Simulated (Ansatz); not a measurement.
```yaml
crystal:
  periodic: [false, false, false]
  atoms:
    - {symbol: N, position_ang: [-0.786338, -0.275736, 2.214755]}
    - {symbol: C, position_ang: [0.692490, -0.278351, 0.008420]}
    - {symbol: F, position_ang: [2.958677, -1.368989, 0.521630]}
    - {symbol: C, position_ang: [-0.198330, -0.221632, -2.511700]}
    - {symbol: N, position_ang: [0.808630, 1.831484, -1.799163]}
    - {symbol: H, position_ang: [-2.396041, 0.719850, 1.968691]}
    - {symbol: H, position_ang: [0.197112, 0.456104, 3.685124]}
    - {symbol: H, position_ang: [-1.101967, -0.970256, -4.193395]}
basis:
  gaussian: {orbitals: cc-pVDZ}
magnetization: {spin_polarized: true, initial_magnetization: 0}
hamiltonian: {xc: {name: BLYP}, dispersion: d3bjatm}
```

```sh
$ ansatz run in.yaml --threads 2 --pin off --events-out ev --progress --plain --max-ram 4352MiB
```

Output, abridged:

```
Functional definition: BLYP
1066 factors; their error is unknown
mean field evaluation 1: about -7740.8340 eV, gradient 8.9e1 eV
mean field evaluation 2: about -7107.9890 eV, gradient 2.2e2 eV
mean field evaluation 4: about -7297.0249 eV, gradient 1.7e2 eV
mean field evaluation 8: about -7786.1430 eV, gradient 2.9e0 eV
mean field evaluation 16: about -7786.4552 eV, gradient 1.3e-1 eV
mean field evaluation 32: about -7788.6868 eV, gradient 3.2e-1 eV
mean field evaluation 160: about -7788.6560 eV, gradient 1.2e0 eV
mean field evaluation 224: about -7787.8644 eV, gradient 2.8e0 eV
mean field evaluation 256: about -7788.7126 eV, gradient 1.1e0 eV
mean field -7788.74746881 eV, -286.2311900761 hartree, gradient 2.0e-6 eV, S^2 3.717829; 12 other end points of the search recorded, 0 dependent functions left out
reference -7788.74786184 eV, -286.2312045197 hartree; 19, 19 occupied and 66, 66 virtual orbitals, 1066 factors
Total energy: -7788.99611593 eV, -286.2403276893 hartree
```

In this input the coordinates are in bohr but typed as ångström. The run converged. The result belongs to that input, not to the molecule as meant.
